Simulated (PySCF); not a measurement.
C4H7F.
SMILES with atom numbers: `[CH3:1][CH2:2]/[CH:3]=[CH:4]\[F:5]` (hydrogens: H6, H7, H8 on C1; H9, H10 on C2; H11 on C3; H12 on C4)

Structure used (PBE0-D3(BJ)/def2-SVP), in Å, numbered top down from 1:
```xyz
12
C4H7F angstrom
C     -1.5812   -0.3344    0.1284
C     -0.4092    0.6309   -0.0286
C      0.8900    0.0528    0.4346
C      1.9247   -0.2405   -0.3477
F      1.9173   -0.0225   -1.6649
H     -2.5229    0.1282   -0.2044
H     -1.4220   -1.2470   -0.4658
H     -1.7120   -0.6409    1.1784
H     -0.3129    0.9397   -1.0805
H     -0.6172    1.5490    0.5488
H      1.0117   -0.1753    1.4984
H      2.8680   -0.6730   -0.0022
```

Theory: PySCF 2.14.0, PBE0-D3(BJ)/def2-SVP geometry optimisation, gas phase.

Take the most abundant isotopes and a rigid rotor. The values belong to one conformer with, in the numbering `[CH3:1][CH2:2]/[CH:3]=[CH:4]\[F:5]`, C1–C2–C3–C4 113°.

Question: What are A, B and C (GHz)?

Answer: Ia = 43.84, Ib = 184.17, Ic = 202.95 u·Å²; 505379 MHz·u·Å²/I gives 11529, 2744 and 2490 MHz, that is A = 11.529, B = 2.7441, C = 2.4902 GHz.

Question: What kind of rotor is it?

Answer: A near-prolate asymmetric top; Ray's κ = -0.944.

Question: Is it planar, by Δ = Ic − Ia − Ib?

Answer: Not planar: Δ = Ic − Ia − Ib = -25.05 u·Å². For a rigid frame Δ = −2 Σ m c², so Σ m c² = 12.53 u·Å² lies off the ab plane: 5.74 from hydrogen and 6.78 from heavier atoms. The atom farthest from that plane is 1.51 Å away.

Question: Give the other two planar moments, Paa and Pbb, and the rms extents of the mass along the axes.

Answer: Paa = Σ m a² = (Ib + Ic − Ia)/2 = 171.64 and Pbb = Σ m b² = (Ia + Ic − Ib)/2 = 31.31 u·Å². With the mass M = 74.05 u, the rms extents √(P/M) along a, b and c are 1.52, 0.65, 0.41 Å.

Question: List the rotational levels J(Ka,Kc) to J = 2 (cm⁻¹).

Answer: Above 0(0,0):
J = 1: 1(0,1) 0.1746, 1(1,1) 0.4676, 1(1,0) 0.4761
J = 2: 2(0,2) 0.5236, 2(1,2) 0.8084, 2(1,1) 0.8338, 2(2,1) 1.7129, 2(2,0) 1.7131

Question: Predict some low-J microwave lines.

Answer: The dipole components are |μa| = 0.67 D, |μb| = 1.04 D, |μc| = 0.13 D. The squared components, which scale the intensities, stand as 0.41 : 1.00 : 0.02 (a : b : c). Some lines, for components of 0.1 D or more:

```tsv
type	branch	J(Ka,Kc)	MHz	lower level (cm⁻¹)
a	R	1(0,1) ← 0(0,0)	5234	0.000
b	R	3(0,3) ← 2(1,2)	7145	0.808
c	Q	2(1,2) ← 2(0,2)	8536	0.524
b	Q	1(1,0) ← 1(0,1)	9039	0.175
a	R	2(1,2) ← 1(1,1)	10215	0.468
a	R	3(1,3) ← 2(1,2)	15319	0.808
c	R	2(1,1) ← 1(0,1)	19761	0.175
b	R	3(1,3) ← 2(0,2)	23855	0.524
c	R	3(1,2) ← 2(0,2)	25379	0.524
b	Q	3(2,1) ← 3(1,2)	26005	1.370
b	Q	2(2,1) ← 2(1,2)	27117	0.808
b	R	2(2,1) ← 1(1,0)	37077	0.476
b	R	2(2,0) ← 1(1,1)	37337	0.468
c	R	3(2,1) ← 2(1,1)	42085	0.834
b	R	3(2,1) ← 2(1,2)	42847	0.808
c	Q	3(3,1) ← 3(2,1)	44536	2.238
b	Q	3(3,0) ← 3(2,1)	44536	2.238
c	R	3(3,0) ← 2(2,0)	60261	1.713
b	R	3(3,0) ← 2(2,1)	60266	1.713
```

No PBE0-D3(BJ)/def2-SVP frequencies stand behind this structure, so it isn't proved a minimum. No vibrational averaging or centrifugal distortion is included, and the geometry carries the error of its method. A rigid rotor knows nothing of internal rotation, which can split or shift real lines.
